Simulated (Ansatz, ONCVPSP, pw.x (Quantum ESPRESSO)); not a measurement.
W (Z = 74): one change to the ONCV potential, in the atom and in the bcc crystal

```
Element                 : tungsten
Generator               : ONCVPSP 4.0.1.1 (patched build)
Type                    : optimised norm-conserving Vanderbilt (ONCV)
Functional              : PBE
Relativity              : scalar-relativistic
Frozen core             : [Kr] 4d10 4f14
Valence charge          : 14
Reference configuration : 5s2 5p6 5d4 6s1.5 (charge +0.5)
Partial waves           : 5s+6s: rc 1.60 bohr, ncon 3, nbas 6, qcut 7.1 1/bohr, 2 projectors; 5p: rc 2.05 bohr, ncon 3, nbas 7, qcut 7 1/bohr, 2 projectors, debl 3.5 Ha; 5d: rc 2.85 bohr, ncon 4, nbas 9, qcut 5.3 1/bohr, 3 projectors, debl 1.8 Ha
Local potential         : polynomial inside 1.00 bohr (lpopt 5, dvloc0 3 Ha)
Core correction         : none
```

Change: s: qcut 5.5; p: qcut 5.4; d: qcut 4.1.

Cutoffs, loose and tight: the cutoffs (Ha) at which the residual kinetic energy of the hardest occupied pseudo-wave falls to 1 and 0.1 mHa per electron. They do not see the model core or the augmentation charge, which bear on the density cutoff. Test errors are all-electron minus pseudo excitation energies from the reference, over the configurations 5s2 5p6 5d4 6s2; 5s2 5p6 5d4 6s1; 5s2 5p6 5d4 6s0; 5s1 5p6 5d4 6s2; variants that change the core or the reference have their own tests.

Crystal test: bcc W in pw.x 7.5, no spin, 14³ k-points, Fermi–Dirac smearing 0.01 Ry, cutoffs set for each file from its atomic test. The reference is all-electron LAPW (Ansatz 0.2.0) with the same functional, mesh and smearing; V0 and B0 come from Birch–Murnaghan fits to the pressures at five volumes. Errors are pseudo minus all-electron; Δ is the rms difference of the E(V) curves that follow from these fits, minima aligned, over ±6 % about the mean V0. Mesh and smearing are coarse, so the numbers serve the comparison and aren't converged zero-temperature values; the lattice is a test structure that the element need not adopt.

All-electron: a0 = 3.184 Å (V0 = 16.15 Å³/atom), B0 = 300.6 GPa.

Question: Does the change bring the crystal closer to the all-electron result?

Answer: The mean pressure error goes from -4.81 to -6.88 GPa, so the change moves the solid further from the all-electron pressures.

```tsv
quantity	base	changed
outcome (atom)	generated	generated
cutoff, loose (atom)	19 Ha	14 Ha
cutoff, tight (atom)	22 Ha	39 Ha
bound ghosts (atom)	none	none
largest test error (meV) (atom)	-395	-653
cutoffs in pw.x (Ry)	55/220	90/360
a0 (Å)	3.167	3.159
a0 error (%)	-0.54	-0.79
B0 error (%)	-0.8	-1.6
Δ (meV/atom)	17.3	25.1
mean pressure error (GPa)	-4.81	-6.88
```

Base: The largest radius (2.85 bohr) exceeds half the bond length (2.60 bohr), so the spheres overlap, which is one possible source of error among others. This is a poor potential for the solid. Changed file: The largest radius (2.85 bohr) exceeds half the bond length (2.60 bohr), so the spheres overlap, which is one possible source of error among others. This is a poor potential for the solid. The generator flags a localised state at positive energy (s at 43 eV).
